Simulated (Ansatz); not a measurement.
# H₂OF (doublet): from Hartree-Fock to the top rungs at distance O1–H3 along a hydrogen transfer = 1.459 Å, cc-pVDZ

How much of the correlation energy of H₂OF (doublet) does each wave-function method recover here?

Program: Ansatz 0.2.0, Gaussian basis. Level of theory: cc-pVDZ, core rule «outside noble gas», up to 2 orbitals frozen. These are calculated values, not measurements.

Plan: UHF; CCSD(T) on ROHF; CCSD(T) on UHF; BCCD(T) on ROHF; CISD; CCSDT(Q) on ROHF; CCSDT(Q) on UHF; CASSCF and MRCISD+Q, 3 electrons in 3 orbitals; CASSCF and NEVPT2, 3 electrons in 3 orbitals; CASSCF and MRCISD+Q, 15 electrons in 10 orbitals; CASSCF and NEVPT2, 15 electrons in 10 orbitals.

10 further runs of the same task are left out: 10 that didn't finish.

### 1 The geometry

The geometry derives from fragments relaxed apart (PBE0/def2-TZVP) and kept rigid, so it is no stationary point. A hydrogen atom is moved between rigid fragments.

4 atoms, charge 0, spin multiplicity 2.

Atoms are counted from 1 here; the program's logs count them from 0.

Bond lengths: O1–H2 0.960 Å, H3–F4 0.900 Å.

### 2 UHF

The input, in.yaml:

```yaml
crystal:
  periodic: [false, false, false]
  atoms:
    - {symbol: O, position_ang: [-1.243771, -0.025232, 0.000000]}
    - {symbol: H, position_ang: [-1.493080, 0.901344, 0.000000]}
    - {symbol: H, position_ang: [0.215229, -0.025232, 0.000000]}
    - {symbol: F, position_ang: [1.115229, -0.025232, 0.000000]}
basis:
  gaussian: {orbitals: cc-pVDZ}
magnetization: {spin_polarized: true, initial_magnetization: 1}
hamiltonian: {xc: hf}
output: {orbitals: {seedname: orbitals}}
```

Run with:

```
> ansatz run in.yaml --threads 1 --pin off --events-out ev --progress --plain --max-ram 2393MiB
```

The runs that follow: CCSD(T) on ROHF; CCSD(T) on UHF; BCCD(T) on ROHF; CISD; CCSDT(Q) on ROHF; CCSDT(Q) on UHF; CASSCF and MRCISD+Q, 3 electrons in 3 orbitals; CASSCF and NEVPT2, 3 electrons in 3 orbitals; CASSCF and MRCISD+Q, 15 electrons in 10 orbitals; CASSCF and NEVPT2, 15 electrons in 10 orbitals.

Q: Predict the results of all the runs planned. Wanted: UCCSDT(Q) below the RHF energy; RMP2 from UCCSDT(Q); UMP2 from UCCSDT(Q); RCCSD from UCCSDT(Q); RCCSD(T) from UCCSDT(Q); UCCSD(T) from UCCSDT(Q); RCCSDT(Q) from UCCSDT(Q); NEVPT2 pair from UCCSDT(Q); MRCISD+Q pair from UCCSDT(Q).

**Answer**, as computed:

| quantity | value |
| --- | --- |
| UCCSDT(Q) below the RHF energy | -10.3840 eV |
| RMP2 from UCCSDT(Q) | +15.19 kcal/mol |
| UMP2 from UCCSDT(Q) | +15.22 kcal/mol |
| RCCSD from UCCSDT(Q) | +3.28 kcal/mol |
| RCCSD(T) from UCCSDT(Q) | +0.62 kcal/mol |
| UCCSD(T) from UCCSDT(Q) | +0.60 kcal/mol |
| RCCSDT(Q) from UCCSDT(Q) | +0.02 kcal/mol |
| NEVPT2 pair from UCCSDT(Q) | +13.62 kcal/mol |
| MRCISD+Q pair from UCCSDT(Q) | +1.66 kcal/mol |
| NEVPT2 valence from UCCSDT(Q) | +28.15 kcal/mol |
| levels within 1 kcal/mol (43 meV) | RCCSD(T), UCCSD(T), BCCD(T), RCCSDT, UCCSDT, RCCSDT(Q) |
| T1 diagnostic | 0.010 |
| effectively unpaired electrons | 1.01 |

In words: RCCSD(T) lands +0.62 kcal/mol from the yardstick (0.3 % of the correlation energy). One determinant dominates. Of the multireference levels listed MRCISD+Q valence comes nearest in total energy (+1.50 kcal/mol), which doesn't show that its space is the better one. These misses are within one basis, not against nature; the frozen cores of restricted and unrestricted runs differ, which can shift their rows.
